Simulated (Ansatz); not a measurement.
Basis-set extrapolation for C₂H₆Al+, SMILES `[CH3][Al+][CH3]` (PBE0-D4/def2-TZVP geometry, frozen core, Ansatz 0.2.0). Multiplicity 1, RHF reference.

```tsv
	cc-pV(T+d)Z	cc-pV(Q+d)Z
HF	-320.947198	-320.953907
MP2 correlation	-0.413785	-0.439513
CCSD(T) correlation	-0.465266	-0.487432
```

Energies in hartree. Use E(X) = E(∞) + A·exp(−5.46·√X) for Hartree–Fock and E(X) = E(∞) + B·X^(−3.05) for correlation, with X = 3 and 4.

Problem. What is the CCSD(T) energy at the basis-set limit?

Solution. HF limit: -320.953907 + (-0.006709) × 0.30130 = -320.95593. Correlation limit: -0.487432 + (-0.022166) × 0.71189 = -0.50321. Total: -321.45914 hartree, 29.3 kcal/mol below CCSD(T)/cc-pV(T+d)Z.
